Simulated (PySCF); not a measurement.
From results back to the method.

Species: cyanoethynyl anion, C₃N (charge -1).
SMILES: `[C-]#CC#N`

The closed-shell ground state was solved 3 times with PySCF (density fitting, gas phase), always in the pcSseg-2 basis (144 functions), with these functionals: B97-2, KT3 and PBE0. Isolated species at its PBE0-D3(BJ)/def2-TZVP geometry, gas phase. No diffuse functions stand in pcSseg-2, which bears on an anion's orbital energies.

```json
{"row": "P", "total energy (Eh)": "-168.9998", "HOMO (eV)": "-2.03", "LUMO (eV)": "4.47"}
{"row": "Q", "total energy (Eh)": "-171.7838", "HOMO (eV)": "-1.10", "LUMO (eV)": "3.71"}
{"row": "R", "total energy (Eh)": "-168.8608", "HOMO (eV)": "-2.29", "LUMO (eV)": "4.51"}
```

Q: Which functional belongs to which row?

A: P = B97-2, Q = KT3, R = PBE0. By rising HOMO–LUMO gap: KT3 (GGA) 4.81 eV; B97-2 (global hybrid, 21 % exact exchange) 6.50 eV; PBE0 (global hybrid, 25 % exact exchange) 6.80 eV. Total energies of different functionals aren't bounds to one another; each is stationary for its own functional.
